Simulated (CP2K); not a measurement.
# GFN2-xTB run of CHCl2F (dichlorofluoromethane)

Aim: the vertical ionisation energy of CHCl2F (dichlorofluoromethane) at GFN2-xTB, from 2 runs. 

Program for the calculation: CP2K 2026.2.

2 further runs of the same task are left out: 1 that didn't finish, 1 set aside as unsound or not needed.

**1. The molecule**

The species is CHCl2F (5 atoms), meant as a singlet with charge 0. SMILES: `FC(Cl)Cl`. The coordinates come from a PBE0-D4/def2-TZVP relaxation.

Bond lengths: F1–C2 1.340 Å, C2–Cl3 1.759 Å, C2–Cl4 1.759 Å, C2–H5 1.088 Å. Angles: F1–C2–Cl3 109.4°, F1–C2–Cl4 109.4°, Cl3–C2–Cl4 111.6°, F1–C2–H5 109.7°, Cl3–C2–H5 108.4°, Cl4–C2–H5 108.4°.

**2. Energy and forces at GFN2-xTB**

File molecule.xyz:

```xyz
5

F     -0.590600     0.132500     1.230400
C      0.006400     0.099400     0.030700
Cl     1.459900    -0.886800     0.126900
Cl    -1.120400    -0.525200    -1.167100
H      0.294600     1.106400    -0.262500
```

File calc.inp:

```
&FORCE_EVAL
   METHOD Quickstep
   &DFT
      # Quickstep
      &QS
         METHOD XTB
         EPS_DEFAULT 1.0E-10
         &XTB
            GFN_TYPE TBLITE
            &TBLITE
               METHOD GFN2
            &END TBLITE
            CHECK_ATOMIC_CHARGES F
         &END XTB
      &END QS
      # no periodic images
      &POISSON
         PERIODIC NONE
         POISSON_SOLVER ANALYTIC
      &END POISSON
      &SCF
         SCF_GUESS ATOMIC
         EPS_SCF 1.0E-07
         MAX_SCF 150
         ADDED_MOS 4
         &DIAGONALIZATION
            ALGORITHM STANDARD
         &END DIAGONALIZATION
         &MIXING
            METHOD DIRECT_P_MIXING
            ALPHA 0.4
         &END MIXING
         &SMEAR ON
            METHOD FERMI_DIRAC
            ELECTRONIC_TEMPERATURE [K] 300
         &END SMEAR
      &END SCF
      # extra output
      &PRINT
         &MOMENTS
            PERIODIC F
            REFERENCE COM
            MAX_MOMENT 1
         &END MOMENTS
         &MO ON
            ENERGIES T
            OCCUPATION_NUMBERS T
            NDIGITS 6
            &EACH
               QS_SCF 0
            &END EACH
            ADD_LAST NUMERIC
         &END MO
         &HIRSHFELD OFF
         &END HIRSHFELD
      &END PRINT
   &END DFT
   # structure
   &SUBSYS
      &CELL
         ABC 18.6 18 18.4
         PERIODIC NONE
      &END CELL
      &TOPOLOGY
         COORD_FILE_NAME molecule.xyz
         COORD_FILE_FORMAT XYZ
         &CENTER_COORDINATES
         &END CENTER_COORDINATES
      &END TOPOLOGY
   &END SUBSYS
   &PRINT
      &FORCES ON
      &END FORCES
   &END PRINT
&END FORCE_EVAL

&GLOBAL
   PROJECT_NAME calc
   RUN_TYPE ENERGY_FORCE
   PRINT_LEVEL MEDIUM
&END GLOBAL
```

Command:

```
$ OMP_NUM_THREADS=1 cp2k.psmp -i calc.inp > calc.out 2>&1
```

Log:

```text
CP2K| version string:                                       CP2K version 2026.2
[...]
 GLOBAL| Method name                                                        CP2K
[...]
 GLOBAL| Run type                                                   ENERGY_FORCE
[...]
                             - Atoms:                                          5
[...]
                             - Spherical basis functions:                     27
[...]
 Number of electrons:                                                         26
[...]
  *** SCF run converged in    15 steps ***
[...]
  Fermi energy:                                                -0.25793079828098
[...]
 TB_DIPOLE| Moment [Debye]          0.47855927       1.32915762      -0.58283373
 TB_DIPOLE| Derivative [a.u.]       0.00000000       0.00000000       0.00000000
[...]
 ENERGY| Total FORCE_EVAL ( QS ) energy [hartree]            -16.465170065643257
 FORCES| Atomic forces [hartree/bohr]
 FORCES|   Atom     x               y               z               |f|
 FORCES|      1 -5.99976158E-04  4.90279295E-04  1.33229986E-03   1.54122292E-03
 FORCES|      2  1.11050370E-04  1.23321307E-03  1.25523551E-04   1.24454925E-03
 FORCES|      3  4.08111516E-03 -4.56339702E-03  7.46903079E-04   6.16749199E-03
 FORCES|      4 -3.93295194E-03 -3.43614731E-03 -3.27134356E-03   6.16254071E-03
 FORCES|      5  3.40762568E-04  6.27605196E-03  1.06661708E-03   6.37515641E-03
 FORCES| Sum    -5.35053772E-17  2.77555756E-17  1.71303943E-17
 FORCES| Total atomic force                                       6.26629698E-17
[...]
```

Wall time 1.1 s (1 thread of AMD EPYC 7R43 (Zen 3), shared host); peak memory 0.18 GiB.

**3. The doublet cation, same level**

molecule.xyz is that of step 2.

File mol.inp:

```
&GLOBAL
 PROJECT_NAME mol
 RUN_TYPE ENERGY_FORCE
 PRINT_LEVEL MEDIUM
&END GLOBAL

&FORCE_EVAL
 METHOD QUICKSTEP
 &DFT
  CHARGE 1
  MULTIPLICITY 2
  UNRESTRICTED_KOHN_SHAM T
  &QS
   METHOD XTB
   EPS_DEFAULT 1.0E-10
   &XTB
    GFN_TYPE TBLITE
    &TBLITE
     METHOD GFN2
    &END TBLITE
    CHECK_ATOMIC_CHARGES F
   &END XTB
  &END QS
  &POISSON
   PERIODIC NONE
   POISSON_SOLVER ANALYTIC
  &END POISSON
  &SCF
   SCF_GUESS ATOMIC
   EPS_SCF 1.0E-07
   MAX_SCF 150
   ADDED_MOS 8
   &DIAGONALIZATION
    ALGORITHM STANDARD
   &END DIAGONALIZATION
   &MIXING
    METHOD DIRECT_P_MIXING
    ALPHA 0.4
   &END MIXING
   &SMEAR ON
    METHOD FERMI_DIRAC
    ELECTRONIC_TEMPERATURE [K] 300
   &END SMEAR
  &END SCF
  &PRINT
   &MOMENTS
    PERIODIC F
    REFERENCE COM
    MAX_MOMENT 1
   &END MOMENTS
   &MO ON
    ENERGIES T
    OCCUPATION_NUMBERS T
    NDIGITS 6
    &EACH
     QS_SCF 0
    &END EACH
    ADD_LAST NUMERIC
   &END MO
   &HIRSHFELD OFF
   &END HIRSHFELD
  &END PRINT
 &END DFT
 &SUBSYS
  &CELL
   ABC [angstrom] 18.6 18 18.4
   PERIODIC NONE
  &END CELL
  &TOPOLOGY
   COORD_FILE_NAME molecule.xyz
   COORD_FILE_FORMAT XYZ
   &CENTER_COORDINATES
   &END CENTER_COORDINATES
  &END TOPOLOGY
 &END SUBSYS
 &PRINT
  &FORCES ON
  &END FORCES
 &END PRINT
&END FORCE_EVAL
```

Command:

```
$ OMP_NUM_THREADS=1 cp2k.psmp -i mol.inp > mol.out 2>&1
```

Log:

```text
CP2K| version string:                                       CP2K version 2026.2
[...]
 GLOBAL| Method name                                                        CP2K
[...]
 GLOBAL| Run type                                                   ENERGY_FORCE
[...]
                             - Atoms:                                          5
[...]
                             - Spherical basis functions:                     27
[...]
 Number of electrons:                                                         13
[...]
  *** SCF run converged in    23 steps ***
[...]
  Fermi energy:                                                -0.69643367535717
[...]
 TB_DIPOLE| Moment [Debye]          1.01336066       1.55285879      -1.58664514
 TB_DIPOLE| Derivative [a.u.]       0.00000000       0.00000000       0.00000000
[...]
 ENERGY| Total FORCE_EVAL ( QS ) energy [hartree]            -15.891177417376023
 FORCES| Atomic forces [hartree/bohr]
 FORCES|   Atom     x               y               z               |f|
 FORCES|      1  5.20429526E-03  5.33693099E-03 -8.88733601E-03   1.15996665E-02
 FORCES|      2 -1.35822982E-02 -1.70661637E-02  2.23140616E-02   3.12033670E-02
 FORCES|      3  1.32842323E-02 -3.46901530E-03  6.62707025E-04   1.37456930E-02
 FORCES|      4 -8.90244039E-03 -3.56344359E-04 -1.04627425E-02   1.37422490E-02
 FORCES|      5  3.99621097E-03  1.55545924E-02 -3.62669018E-03   1.64641406E-02
 FORCES| Sum    -1.56125113E-17  3.12250226E-17 -2.16840434E-17
 FORCES| Total atomic force                                       4.10968403E-17
[...]
```

It took 1.2 s on 1 thread of AMD EPYC 7R43 (Zen 3), shared host; peak memory 0.18 GiB.

**4. Outcome**

At GFN2-xTB:

```
                                                 quantity         value
                             singlet CHCl2F: total energy  -16.46517 Eh
singlet CHCl2F: dipole moment (from atomic charges alone)        1.53 D
                              singlet CHCl2F: HOMO energy     -12.44 eV
                              singlet CHCl2F: LUMO energy      -6.12 eV
                            singlet CHCl2F: HOMO–LUMO gap       6.32 eV
                 singlet CHCl2F: largest force on an atom    0.328 eV/Å
                             doublet cation: total energy  -15.89118 Eh
       doublet cation: HOMO energy (highest over α and β)     -18.99 eV
        doublet cation: LUMO energy (lowest over α and β)     -18.91 eV
                 doublet cation: largest force on an atom    1.605 eV/Å
       vertical ionisation energy (to the doublet cation)     15.619 eV
```

**Reading.** Removing an electron at fixed nuclei costs 15.62 eV (360 kcal/mol). The largest force (singlet CHCl2F) is 0.33 eV/Å: the shape isn't a stationary point for this species at this level. xTB total energies overstate such differences by several eV unless an empirical shift is taken off; none is applied here. The dipole (singlet CHCl2F) comes from point charges on the atoms alone, without atomic dipoles, so it is partial.
